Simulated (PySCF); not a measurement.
C₄H₅Cl₂ (doublet state).
Z-matrix (Å and degrees, GFN2-xTB geometry), rows numbered from 1:
```
C 
C   1  1.3664
C   2  1.3907  1  124.53
Cl  3  1.6936  2  123.10  1     0.52
C   2  1.5033  1  119.65  3  -178.67
Cl  5  1.7936  2  109.74  1   105.34
H   1  1.0737  2  121.22  3   179.20
H   1  1.0743  2  121.20  3    -0.50
H   3  1.0769  2  121.92  1  -178.48
H   5  1.0892  2  111.98  1  -136.72
H   5  1.0881  2  111.40  1   -12.67
```

The hyperfine couplings belong to this conformer and change with its torsions.

Identity: `[CH2]/C(=C\Cl)CCl` [radical].

Method used: UKS B3LYP, pcH-1 on C Cl H, non-relativistic, mean-field spin-orbit, GIAO (PySCF 2.14.0). Geometry: GFN2-xTB, one conformer, isolated molecule. The geometry wasn't refined by DFT: couplings that depend on bond lengths, twists or pyramidal angles can differ widely from those at the functional's own minimum. Stability of the SCF solution: not tested. ⟨S²⟩ is 0.777 where a pure state has 0.75.

(1) Match the computed a_iso(13C) values +69.8, +48.0, -48.0, +3.8 MHz with the sites C1; C2; C3; C5.

(2) The isotropic 35Cl couplings are -5.0, +3.4 MHz. Assign them to Cl4; Cl6.

Answers

(1) 
```csv
site,a_iso (MHz),ρ(0) (bohr⁻³),position,distance from C3 (Å),spin population,largest |T| (MHz)
C1,+48.0,+0.0428,a main spin site,2.44,+0.61,90.0
C2,-48.0,-0.0427,1 bond from C1,1.39,-0.25,28.9
C3,+69.8,+0.0618,largest spin population,0.00,+0.65,113.2
C5,+3.8,+0.0034,2 bonds from C3,2.45,+0.01,0.6
```

(2) 
```json
{"site": "Cl4", "a_iso (MHz)": "+3.4", "ρ(0) (bohr⁻³)": "+0.0079", "position": "1 bond from C3", "distance from C3 (Å)": "1.69", "bound to": "C3", "spin population there": "+0.65", "largest |T| (MHz)": "35.6"}
{"site": "Cl6", "a_iso (MHz)": "-5.0", "ρ(0) (bohr⁻³)": "-0.0112", "position": "3 bonds from C3", "distance from C3 (Å)": "3.25", "bound to": "C5", "spin population there": "+0.01", "largest |T| (MHz)": "6.4"}
```

ρ(0) is the spin density at the nucleus and T the dipolar tensor; a_iso includes a spin–orbit part; entries for several nuclei are means. The largest Mulliken spin populations are on C3 (+0.65), C1 (+0.61), C2 (-0.25) and Cl4 (+0.06). The positive populations add up to 1.34 and the negative ones to -0.34, together 2S = 1. The angles at C3 add up to 360.0°, so it is planar; its axial dipolar tensor and the negative coupling of its proton fit spin in a p orbital normal to that plane. Main spin sites, with 60 % or more of the largest population: C1, C3; positions count bonds from the nearest.

β density exceeds α density at some nuclei, such as C2 (-0.0427), Cl6 (-0.0112) and H9 (-0.0104), spin density in bohr⁻³. In a single determinant that takes different orbitals for the two spins, that is spin polarisation.

Nuclei that the bonding pattern makes equivalent are averaged, as if the motion that swaps them (rotation, inversion, ring flip) were fast. H7 and H8 aren't averaged: C1 is flat or nearly so (angle sum 360°), and its turn about the short C1–C2 bond (1.37 Å) is taken as slow. The 1H value of -5.2 MHz is a mean of couplings from -8.1 to -2.3 MHz in this one geometry, not an average over conformers.
